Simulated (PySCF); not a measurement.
System (SMILES): [SiH2] (SiH2) (closed-shell singlet).
Geometry (B3LYP-D3(BJ)/def2-TZVP, fixed):
```xyz
3

Si     0.0052     0.0009     0.1327
H     -0.0342     1.0849    -0.9366
H     -0.0389    -1.0973    -0.9218
```

Basis-set convergence of the mean static polarisability at HF with PySCF. All functions are spherical. Density fitting with generated auxiliary sets. No added dispersion term, no relativity. Reference: the value in aug-pcseg-3, 35.86 bohr³, itself unsure by roughly 0.2 % (its mean distance from aug-cc-pV(Q+d)Z, aug-pcseg-2, aug-cc-pV(T+d)Z). Deviations are taken from unrounded values.

```tsv
basis	functions
6-31G**	28
6-311G**	38
6-311+G**	42
6-311++G(2d,2p)	55
6-311++G(3df,3pd)	83
```

Which is the smallest Pople set listed that can be trusted to 1 % here, that is, within that of the reference together with its larger relatives (same family, alike in diffuse functions; a set with none to test it counts only in the reference's own line)?

Of the sets listed that have larger relatives (same family, alike in diffuse functions), none stays within 1 % of the reference together with them. Value minus reference over the reference: 6-31G** -30.0, 6-311G** -23.0, 6-311+G** -19.0, 6-311++G(2d,2p) -12.5, 6-311++G(3df,3pd) -3.8 %.
